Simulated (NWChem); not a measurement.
System: propene (C3H6); SMILES C=CC

Input file for NWChem:

```
start job
memory heap 200 mb stack 900 mb global 1100 mb
geometry units angstroms noautoz
  C     -0.166705    -1.233762     0.000000
  C      0.453203     0.131215     0.000000
  C     -0.219299     1.295222     0.000000
  H      0.152738    -1.821102    -0.888097
  H      0.152738    -1.821102     0.888097
  H     -1.273936    -1.184400     0.000000
  H      1.559069     0.161359     0.000000
  H     -1.322382     1.321560     0.000000
  H      0.304101     2.263955     0.000000
end
basis spherical
  * library 6-31g*
end
dft
  xc hfexch
  iterations 150
  mulliken
end
task dft energy
```

NWChem printed, in part:

```
             Northwest Computational Chemistry Package (NWChem) 7.3.0
             --------------------------------------------------------

 CS  symmetry detected

                             Geometry "geometry" -> ""
                             -------------------------

 Output coordinates in angstroms (scale by  1.889725989 to convert to a.u.)

  No.       Tag          Charge          X              Y              Z
 ---- ---------------- ---------- -------------- -------------- --------------
    1 C                    6.0000    -0.16824491    -1.23659642     0.00000000
    2 C                    6.0000     0.45448695     0.12709459     0.00000000
    3 C                    6.0000    -0.21560439     1.29249102     0.00000000
    4 H                    1.0000     0.14998174    -1.82459634    -0.88809700
    5 H                    1.0000     0.14998174    -1.82459634     0.88809700
    6 H                    1.0000    -1.27537137    -1.18494281     0.00000000
    7 H                    1.0000     1.56041297     0.15494964     0.00000000
    8 H                    1.0000    -1.31863051     1.32111209     0.00000000
    9 H                    1.0000     0.30979955     2.26013863     0.00000000

 Effective nuclear repulsion energy (a.u.)      70.1076062172

      Symmetry information
      --------------------

 Group name             Cs
 Group number              2
 Group order               2
 No. of unique centers     8

  xc_inp: hfexch multiplicative factor not found.

                                 NWChem DFT Module
                                 -----------------

 Summary of "ao basis" -> "ao basis" (spherical)
 ------------------------------------------------------------------------------
       Tag                 Description            Shells   Functions and Types
 ---------------- ------------------------------  ------  ---------------------
 C                           6-31g*                  6       14   3s2p1d
 H                           6-31g*                  2        2   2s

      Symmetry analysis of basis
      --------------------------

        a'         40
        a"         14

            General Information
            -------------------
          SCF calculation type: DFT
          Wavefunction type:  closed shell.
          No. of atoms     :     9
          No. of electrons :    24
           Alpha electrons :    12
            Beta electrons :    12
          Charge           :     0
          Spin multiplicity:     1
          Use of symmetry is: on ; symmetry adaption is: on
          Maximum number of iterations: 150
          AO basis - number of functions:    54
                     number of shells:    30
          Convergence on energy requested:  1.00D-06
          Convergence on density requested:  1.00D-05
          Convergence on gradient requested:  5.00D-04

              XC Information
              --------------
                     Hartree-Fock (Exact) Exchange  1.000

      Superposition of Atomic Density Guess
      -------------------------------------

 Sum of atomic energies:        -115.97015768

      Non-variational initial energy
      ------------------------------

 Total energy =    -117.784679
 1-e energy   =    -292.660627
 2-e energy   =     104.768341
 HOMO         =      -0.291317
 LUMO         =       0.032365

      Symmetry analysis of molecular orbitals - initial
      -------------------------------------------------

  Numbering of irreducible representations:

     1 a'          2 a"

  Orbital symmetries:

     1 a'          2 a'          3 a'          4 a'          5 a'
     6 a'          7 a'          8 a'          9 a"         10 a'
    11 a'         12 a"         13 a"         14 a'         15 a'
    16 a'         17 a'         18 a"         19 a'         20 a'
    21 a'         22 a'

     ---------------------------------------------
      Total Density - Mulliken Population Analysis
     ---------------------------------------------

    Atom       Charge   Shell Charges
 -----------   ------   -------------------------------------------------------
    1 C    6     6.68   2.00  0.71  2.02  0.68  1.23  0.03
    2 C    6     6.12   2.00  0.73  1.86  0.54  0.95  0.04
    3 C    6     6.53   2.00  0.74  1.97  0.62  1.17  0.03
    4 H    1     0.77   0.46  0.31
    5 H    1     0.77   0.46  0.31
    6 H    1     0.78   0.46  0.31
    7 H    1     0.79   0.47  0.33
    8 H    1     0.79   0.46  0.32
    9 H    1     0.78   0.46  0.32

   convergence    iter        energy       DeltaE   RMS-Dens  Diis-err
 ---------------- ----- ----------------- --------- --------- ---------
 d= 0,ls=0.0,diis     1   -117.0331145975 -1.87D+02  5.62D-03  1.79D-01
 d= 0,ls=0.0,diis     2   -117.0647971700 -3.17D-02  2.30D-03  1.34D-02
 d= 0,ls=0.0,diis     3   -117.0671728512 -2.38D-03  5.68D-04  1.71D-03
 d= 0,ls=0.0,diis     4   -117.0674362622 -2.63D-04  1.25D-04  5.19D-05
 d= 0,ls=0.0,diis     5   -117.0674443245 -8.06D-06  5.48D-05  5.21D-06
  Resetting Diis
 d= 0,ls=0.0,diis     6   -117.0674455411 -1.22D-06  1.52D-05  3.00D-07
 d= 0,ls=0.0,diis     7   -117.0674456279 -8.68D-08  4.04D-06  3.05D-08

         Total DFT energy =     -117.067445627888
      One electron energy =     -295.290817989692
           Coulomb energy =      125.731394335529
    Exchange-Corr. energy =      -17.615628190935
 Nuclear repulsion energy =       70.107606217209

 Numeric. integr. density =        0.000000000000

                  Occupations of the irreducible representations
                  ----------------------------------------------

                     irrep           alpha         beta
                     --------     --------     --------
                     a'               10.0         10.0
                     a"                2.0          2.0

                       DFT Final Molecular Orbital Analysis
                       ------------------------------------

[...]
```

Level: Hartree-Fock/6-31G* (spherical d). Coordinates come from a PBE-D3(BJ)/def2-SVP optimisation.
